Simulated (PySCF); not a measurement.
Molecule: `InChI=1S/H3O2P/c1-3-2/h3H2,(H,1,2)`.

Molfile (atoms numbered from 1):
```
H3O2P
     RDKit          3D

  6  5  0  0  0  0  0  0  0  0999 V2000
   -1.1889    1.3445   -0.3331 O   0  0  0  0  0  0  0  0  0  0  0  0
   -0.4069    0.1166   -0.0917 P   0  0  0  0  0  5  0  0  0  0  0  0
    1.1787    0.3780    0.1087 O   0  0  0  0  0  0  0  0  0  0  0  0
   -0.7650   -0.6422    1.0622 H   0  0  0  0  0  0  0  0  0  0  0  0
   -0.4509   -0.8705   -1.1212 H   0  0  0  0  0  0  0  0  0  0  0  0
    1.7024   -0.4185    0.2626 H   0  0  0  0  0  0  0  0  0  0  0  0
  1  2  2  0
  2  3  1  0
  2  4  1  0
  2  5  1  0
  3  6  1  0
M  END
```

Geometry PBE0-D3(BJ)/def2-SVP throughout; GIAO in PySCF, gas phase, one conformer, non-relativistic; equivalent atoms averaged; basis pcSseg-2.

Q: How do the shifts δ (against H2O, H3PO4, TMS at the same level) depend on the functional? (ppm; last column core-seconds on shared hosts with different chips, so compare them loosely; the GGAs took longer than the global hybrids here, which isn't the general rule, and the cause wasn't traced)

A: 
```tsv
functional	kind	O1	O3	P2	H4/H5	H6	core-s
HF	Hartree–Fock	91.1	68.0	-14.3	6.50	2.35	2.8
LDA	LDA	164.6	106.3	-21.4	8.41	2.12	7.3
PBE	GGA	153.9	97.8	-23.8	8.18	2.02	9.1
BLYP	GGA	157.8	99.0	-24.3	8.11	2.06	9
BP86	GGA	149.6	95.5	-23.4	8.15	2.01	9
OPBE	GGA	140.5	89.7	-21.4	8.07	2.04	9
KT2	GGA	148.6	92.7	-24.6	8.02	1.99	9.5
KT3	GGA	143.6	89.1	-23.2	7.87	2.04	9.2
B97-D	GGA	143.7	90.8	-21.8	8.01	2.08	8.8
B3LYP	global hybrid	140.9	92.1	-21.5	7.67	2.09	5.7
PBE0	global hybrid	133.5	88.8	-21.2	7.62	2.05	6.1
mPW1PW91	global hybrid	132.4	87.8	-20.9	7.59	2.05	6.1
WP04	global hybrid	121.9	78.1	-16.3	7.15	2.25	5.2
B97-2	global hybrid	129.5	85.4	-20.6	7.59	2.06	5.1
BHandHLYP	global hybrid	120.9	83.1	-18.3	7.13	2.17	5.1
CAM-B3LYP	range-separated hybrid	134.0	92.2	-22.5	7.49	2.13	6.8
wB97X-D	range-separated hybrid	124.7	86.5	-23.0	7.46	2.07	6.6
LC-wPBE	range-separated hybrid	118.1	85.9	-24.9	7.32	2.11	10
```

Q: Which nucleus moves most, in ppm?

A: O1 (P=O oxygen): from 91.1 ppm with HF to 164.6 ppm with LDA. The smallest spread is 0.37 ppm, at H6.
